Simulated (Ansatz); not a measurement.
**How far each method lies from RCCSDTQ for HNGe, singlet**

Geometry: a PBE0/def2-TZVP stationary point for this spin, not checked as a minimum.

```xyz
3

Ge    0.0000    0.0000    1.4305
N     0.0000    0.0000   -0.2139
H     0.0000    0.0000   -1.2166
```

Basis cc-pVDZ; Ansatz 0.2.0. Only valence electrons are correlated (noble-gas cores and the filled d shells of p-block atoms frozen), which leaves 10 electrons in 31 orbitals. Prefix R: restricted or restricted open-shell reference. Active spaces: valence = (10e, 9o) chosen from the atoms' valence shells; pair = (2e, 2o) about the gap. No spin–orbit coupling is included, and no scalar relativity.

Full CI isn't at hand for all of this; RCCSDTQ serves as the reference, and is uncertain by about the last step of the cluster series.

* UHF ⟨S²⟩: 0.105
* T1 diagnostic (RCCSD): 0.0285
* largest doubles amplitude (RCCSD): 0.096

Question: From what is known of these methods and the diagnostics, rank them by the size of their error in total energy against RCCSDTQ in cc-pVDZ, smallest first (an estimate: the text doesn't fix the numbers).
A. MRCISD (valence space)
B. MRCISD+Q(relaxed) (valence space)
C. MRCISD+Q (valence space)
D. RCCSDT
E. NEVPT2 (pair space)

Answer: B (1.1 kJ/mol), D (3.7 kJ/mol), C (7.2 kJ/mol), A (26.9 kJ/mol), E (71.0 kJ/mol).

All errors are against RCCSDTQ in cc-pVDZ. Below it: MRCISD+Q(relaxed) (valence space). Within each family the higher level lies nearer, as is usual though not guaranteed.

Natural occupations of CASSCF (valence space) about the gap: 1.996 1.980 1.973 1.940 1.940 0.062 0.062 0.026 0.022; effectively unpaired electrons, Σ n²(2−n)², 0.06.
